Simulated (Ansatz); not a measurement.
Molybdenum, bcc: convergence with the k-point mesh

Computed with Ansatz, LDA, scalar-relativistic PAW, on the relaxed cell (a = 3.113 Å; spin not included). Errors count from a run at 420 eV on a Γ-centred 23×23×23 mesh with Fermi-Dirac smearing of 0.1 eV, extrapolated to zero width. Fixed here: cutoff 420 eV, Fermi-Dirac width 0.1 eV. The SCF starts from atomic densities corrected by a trained network.

```
  k-mesh  E(σ→0) error (meV/atom)  P (GPa)  SCF iterations
   2×2×2                   1274.2     8.22               6
   4×4×4                     45.1     0.51               6
   5×5×5                    -44.0    -3.02               6
   7×7×7                     38.5     0.20               6
   9×9×9                    -15.9    -0.54               6
15×15×15                      5.7    -0.21               6
20×20×20                      0.2    -0.39               6
```

Q: What does the run at 11×11×11 give (k-mesh)?

A: E(σ→0) error (meV/atom): 24.4; P (GPa): -0.34; SCF iterations: 6.

Within 5 meV/atom of the last row: from 20×20×20 on.
